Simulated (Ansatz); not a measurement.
# CH9NSi: the cost of one run

Method: RKS PBE0/6-31G*, in Ansatz 0.2.0.

### Step 1. The system as given

Bond lengths: Si1–H3 1.460 Å, Si1–C4 1.869 Å, C4–H5 1.110 Å, C4–H6 1.110 Å, C4–H7 1.110 Å, Si1–H8 1.459 Å, Si1–N9 2.120 Å, N9–H10 1.060 Å, N9–H11 1.060 Å. Angles (14 of 15 angles, heavy atoms first): C4–Si1–N9 176.6°, H3–Si1–C4 109.5°, H3–Si1–N9 67.2°, C4–Si1–H8 109.5°, H8–Si1–N9 72.8°, Si1–C4–H5 109.5°, Si1–C4–H6 109.5°, Si1–C4–H7 109.5°, Si1–N9–H10 120.0°, Si1–N9–H11 120.0°, H3–Si1–H8 109.5°, H5–C4–H6 109.4°, H5–C4–H7 109.4°, H6–C4–H7 109.4°.

As a file:

```xyz
12

Si    0.0000    0.0000    0.0000
H     0.0000    0.0000    1.8100
H     1.3768    0.0000   -0.4862
C    -0.8808    1.5259   -0.6227
H    -1.9334    1.2723   -0.8671
H    -0.8624    2.3106    0.1622
H    -0.3704    1.9025   -1.5336
H    -0.6877   -1.1914   -0.4862
N     1.1065   -1.6802    0.6685
H     0.6674   -2.6449    0.6516
H     2.0989   -1.5558    1.0196
H     0.5459   -0.8290    1.7642
```

### Step 2. Pulling towards end A

Springs on the bonds that form and break draw the guess towards this end; the thresholds are loose.

Contents of input.yaml:

```yaml
crystal:
  periodic: [false, false, false]
  atoms:
    - { symbol: Si, position_ang: [0.0, 0.0, 0.0] }
    - { symbol: H, position_ang: [0.0, 0.0, 1.81] }
    - { symbol: H, position_ang: [1.3768, 0.0, -0.4862] }
    - { symbol: C, position_ang: [-0.8808, 1.5259, -0.6227] }
    - { symbol: H, position_ang: [-1.9334, 1.2723, -0.8671] }
    - { symbol: H, position_ang: [-0.8624, 2.3106, 0.1622] }
    - { symbol: H, position_ang: [-0.3704, 1.9025, -1.5336] }
    - { symbol: H, position_ang: [-0.6877, -1.1914, -0.4862] }
    - { symbol: "N", position_ang: [1.1065, -1.6802, 0.6685] }
    - { symbol: H, position_ang: [0.6674, -2.6449, 0.6516] }
    - { symbol: H, position_ang: [2.0989, -1.5558, 1.0196] }
    - { symbol: H, position_ang: [0.5459, -0.829, 1.7642] }
basis:
  gaussian: { orbitals: "6-31G*" }
hamiltonian:
  xc: pbe0
relax:
  f_tol: 0.15
  max_steps: 25
  restrain:
    - { distance: [0, 8], at: 3.02, k: 30.0 }
    - { distance: [11, 1], at: 1.86, k: 30.0 }
    - { distance: [0, 1], at: 1.46, k: 30.0 }
    - { distance: [11, 8], at: 1.06, k: 30.0 }
```

Command:

```
$ ansatz run input.yaml --threads 1 --pin off --max-ram 2048MiB --backend cpu --events-out ev --progress --plain --runs-dir out
```

What time and memory should one allow on 1 thread of AMD EPYC 9R45 (Zen 5), shared host?

About 12 s, with a peak of 0.16 GiB.
